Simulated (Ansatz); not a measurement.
Ansatz (a first-principles code) input (B3LYP-D3(BJ)/def2-TZVP):

Ansatz 0.2 input:
```yaml
crystal:
  periodic: [false, false, false]
  atoms:
    - {symbol: C, position_ang: [-0.09071946, 0.00000000, 0.00000000]}
    - {symbol: H, position_ang: [0.27215839, 0.00000000, -1.03552753]}
    - {symbol: H, position_ang: [0.27215839, 0.00000000, 1.03552753]}
basis:
  gaussian:
    orbitals: def2-TZVP
hamiltonian:
  xc: b3lyp
  dispersion: d3bj
total_charge: 1
magnetization: {spin_polarized: true, initial_magnetization: 1}
phonons: {temperatures: {t_min: 298.15, t_max: 298.15, t_step: 100}}
```

Output:

```
Functional definition: B3LYP
integrals: 0.00 GiB planned
268 factors; their error is unknown
mean field: 0.08 GiB planned
mean field evaluation 1: about -1053.8836 eV, gradient 1.8e1 eV
mean field evaluation 2: about -1054.8546 eV, gradient 1.1e1 eV
mean field evaluation 4: about -1055.4482 eV, gradient 1.0e-1 eV
mean field evaluation 8: about -1055.4312 eV, gradient 2.3e-2 eV
mean field evaluation 16: about -1055.3618 eV, gradient 1.5e0 eV
mean field -1055.43115383 eV, -38.7863795063 hartree, gradient 1.6e-5 eV, S^2 0.752170; 1 other end points of the search recorded, 0 dependent functions left out
the calculation of the forces begins
reference -1055.43130223 eV, -38.7863849598 hartree; 4, 3 occupied and 39, 40 virtual orbitals, 268 factors
these checks for a lower state are left out or cut short: stability, starts, cluster_reference, orbital_swaps, neighbouring_geometries, increment
integrals: 0.00 GiB planned
268 factors; their error is unknown
mean field: 0.08 GiB planned
mean field -1055.43108154 eV, -38.7863768495 hartree, gradient 7.9e-7 eV, S^2 0.752176; 0 other end points of the search recorded, 0 dependent functions left out
the calculation of the forces begins
reference -1055.43122996 eV, -38.7863823041 hartree; 4, 3 occupied and 39, 40 virtual orbitals, 268 factors
these checks for a lower state are left out or cut short: stability, starts, cluster_reference, orbital_swaps, neighbouring_geometries, increment
integrals: 0.00 GiB planned
268 factors; their error is unknown
mean field: 0.08 GiB planned
mean field evaluation 32: about -1055.4311 eV, gradient 7.0e-7 eV
mean field -1055.43107843 eV, -38.7863767352 hartree, gradient 7.9e-7 eV, S^2 0.752163; 0 other end points of the search recorded, 0 dependent functions left out
the calculation of the forces begins
reference -1055.43122679 eV, -38.7863821877 hartree; 4, 3 occupied and 39, 40 virtual orbitals, 268 factors
these checks for a lower state are left out or cut short: stability, starts, cluster_reference, orbital_swaps, neighbouring_geometries, increment
integrals: 0.00 GiB planned
268 factors; their error is unknown
mean field: 0.08 GiB planned
mean field -1055.43113792 eV, -38.7863789218 hartree, gradient 6.4e-7 eV, S^2 0.752164; 0 other end points of the search recorded, 0 dependent functions left out
the calculation of the forces begins
reference -1055.43128630 eV, -38.7863843744 hartree; 4, 3 occupied and 39, 40 virtual orbitals, 268 factors
these checks for a lower state are left out or cut short: stability, starts, cluster_reference, orbital_swaps, neighbouring_geometries, increment
integrals: 0.00 GiB planned
268 factors; their error is unknown
mean field: 0.08 GiB planned
mean field -1055.43114097 eV, -38.7863790338 hartree, gradient 6.3e-7 eV, S^2 0.752176; 0 other end points of the search recorded, 0 dependent functions left out
the calculation of the forces begins
reference -1055.43128940 eV, -38.7863844883 hartree; 4, 3 occupied and 39, 40 virtual orbitals, 268 factors
these checks for a lower state are left out or cut short: stability, starts, cluster_reference, orbital_swaps, neighbouring_geometries, increment
integrals: 0.00 GiB planned
268 factors; their error is unknown
mean field: 0.08 GiB planned
mean field -1055.43110872 eV, -38.7863778487 hartree, gradient 3.0e-6 eV, S^2 0.752167; 0 other end points of the search recorded, 0 dependent functions left out
the calculation of the forces begins
reference -1055.43125708 eV, -38.7863833007 hartree; 4, 3 occupied and 39, 40 virtual orbitals, 268 factors
these checks for a lower state are left out or cut short: stability, starts, cluster_reference, orbital_swaps, neighbouring_geometries, increment
integrals: 0.00 GiB planned
268 factors; their error is unknown
mean field: 0.08 GiB planned
mean field evaluation 64: about -1055.4311 eV, gradient 3.0e-6 eV
mean field -1055.43110600 eV, -38.7863777484 hartree, gradient 3.0e-6 eV, S^2 0.752173; 0 other end points of the search recorded, 0 dependent functions left out
the calculation of the forces begins
reference -1055.43125443 eV, -38.7863832034 hartree; 4, 3 occupied and 39, 40 virtual orbitals, 268 factors
Total energy: -1055.45401977 eV, -38.7872198141 hartree
Atom 0 at    -0.090719     0.000000     0.000000 Å, force     0.001026     0.000000    -0.000000 eV/Å
Atom 1 at     0.272158     0.000000    -1.035528 Å, force    -0.000513    -0.000000     0.001332 eV/Å
Atom 2 at     0.272158     0.000000     1.035528 Å, force    -0.000513     0.000000    -0.001332 eV/Å
Dipole moment:     0.109030     0.000000    -0.000000 e Å
Vibrations: 922.92 2977.59 3227.44 cm⁻¹, zero-point energy 0.441877 eV
```
